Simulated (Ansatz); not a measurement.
System: 2H WS2. Method: r²SCAN-D4 (plane waves, PAW; Ansatz, a first-principles code).

Rigid layers of the crystal as relaxed at this level are moved apart or together:

```json
[
 {"run": "1", "k mesh": "12×12×4", "layer repeat (Å)": "5.86", "energy against free layers (meV/Å²)": "-14.14", "gap on the mesh (eV)": "0.802"},
 {"run": "2", "k mesh": "12×12×4", "layer repeat (Å)": "6.01", "energy against free layers (meV/Å²)": "-18.34", "gap on the mesh (eV)": "0.946"},
 {"run": "3", "k mesh": "12×12×4", "layer repeat (Å)": "6.16", "energy against free layers (meV/Å²)": "-20.18", "gap on the mesh (eV)": "1.083"},
 {"run": "4", "k mesh": "12×12×4", "layer repeat (Å)": "6.36", "energy against free layers (meV/Å²)": "-20.38", "gap on the mesh (eV)": "1.250"},
 {"run": "5", "k mesh": "12×12×4", "layer repeat (Å)": "6.66", "energy against free layers (meV/Å²)": "-18.33", "gap on the mesh (eV)": "1.468"},
 {"run": "6", "k mesh": "12×12×4", "layer repeat (Å)": "7.16", "energy against free layers (meV/Å²)": "-13.44", "gap on the mesh (eV)": "1.677"},
 {"run": "7", "k mesh": "12×12×2", "layer repeat (Å)": "8.16", "energy against free layers (meV/Å²)": "-6.41", "gap on the mesh (eV)": "1.865"},
 {"run": "8", "k mesh": "12×12×2", "layer repeat (Å)": "10.16", "energy against free layers (meV/Å²)": "-1.67", "gap on the mesh (eV)": "1.954"}
]
```

The lowest energy of these points lies at a layer repeat of 6.36 Å.

Spin–orbit coupling is not included.
